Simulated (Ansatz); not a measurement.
Basis sets compared for AlH2Et (C₂H₇Al). The state is a singlet with charge 0. Geometry r2SCAN-D4/def2-TZVP. Ansatz on 2 threads of Arm Neoverse V1 on a shared host; times are rough, and most runs start from earlier orbitals.

Cartesian coordinates in Å:
```
Al 0.439 0.849 1.353
C -0.270 0.511 -0.443
C -0.170 -0.991 -0.782
H -0.474 0.595 2.631
H 1.954 1.284 1.565
H 0.273 1.091 -1.198
H -1.318 0.825 -0.507
H -0.572 -1.213 -1.776
H 0.866 -1.344 -0.774
H -0.728 -1.608 -0.070
```

Another isomer (singlet) lies 0.66 eV lower at PBE0-D4/def2-TZVP; other spin states weren't run for this one.

Binding counts from free atoms (Al doublet, C triplet, H doublet) in the same basis, without a counterpoise term.

```csv
level,functions,energy (Eh),HOMO (eV),LUMO (eV),binding per atom (eV),wall time
PBE-D4/def2-SVP,81,-322.4317,-6.26,-2.07,3.53,0.9 s
PBE0-D4/def2-SVP,81,-322.4792,-7.53,-1.30,3.51,0.95 s
```

Estimate the rows for PBE-D4/def2-TZVP (with forces), PBE0-D4/def2-TZVP.


```tsv
level	functions	energy (Eh)	HOMO (eV)	LUMO (eV)	binding per atom (eV)	wall time
PBE-D4/def2-TZVP (with forces)	141	-322.6071	-6.29	-2.10	3.51	1.9 s
PBE0-D4/def2-TZVP	141	-322.6497	-7.53	-1.33	3.49	1.9 s
```
